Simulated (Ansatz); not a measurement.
**Al₂O+ (quartet): from Hartree-Fock to the top rungs, def2-QZVPP**

The task here is to estimate one member of a computed series from the others.

Computed with Ansatz 0.2.0, Gaussian basis. Level: def2-QZVPP, core rule «outside noble gas», up to 11 orbitals frozen.

The runs, in order: UHF; ROHF; CCSD(T) on UHF.

5 further runs of the same task are left out: 1 that didn't finish, 4 set aside as unsound or not needed.

**What is computed**

The geometry is a PBE0/def2-TZVP stationary point (not a proven minimum) of the parent state, kept for this charge and spin.

3 atoms, charge 1, spin multiplicity 4.

Atoms are counted from 1 here; the program's logs count them from 0.

Bond lengths: Al1–O2 1.699 Å, O2–Al3 1.699 Å. Angles: Al1–O2–Al3 180.0°.

Coordinates:

```
Al    0.0000    0.0000    1.6991
O     0.0000    0.0000    0.0000
Al    0.0000    0.0000   -1.6991
```

Set-up of the first run:

The input, in.yaml:

```yaml
crystal:
  periodic: [false, false, false]
  atoms:
    - {symbol: Al, position_ang: [0.000000, 0.000000, 1.699100]}
    - {symbol: O, position_ang: [0.000000, 0.000000, 0.000000]}
    - {symbol: Al, position_ang: [0.000000, 0.000000, -1.699100]}
basis:
  gaussian: {orbitals: "def2-QZVPP.json"}
total_charge: 1
magnetization: {spin_polarized: true, initial_magnetization: 3}
hamiltonian: {xc: hf}
output: {orbitals: {seedname: orbitals}}
```

On the command line:

```sh
> ansatz run in.yaml --threads 1 --pin off --events-out ev --progress --plain --max-ram 2393MiB
```

Among the steps run: UHF; ROHF; CCSD(T) on UHF.

One table of the session follows, with a row left open; its other results are not shown here.

| method | from UCCSD(T) (meV) |
| --- | --- |
| ROHF | +9099.0 |
| UHF | +9067.5 |
| UMP2 | ? |
| UCCSD | +429.7 |
| UCCSD(T) | 0 |

Q: Estimate the row for UMP2 from the others.

The run gave: from UCCSD(T) (meV): +450.9. In the column «from UCCSD(T) (meV)» it lies between UCCSD (+429.7) and UHF (+9067.5).

The program flags UCCSD(T) as in doubt (see the logs), so the zero of the table is itself unsure.

Caveats from the session: The report flags that the cluster equations may have other roots. The program flags UCCSD(T) as in doubt, so the zero of the table is itself unsure. Warnings: coupled cluster took another determinant than the lowest.
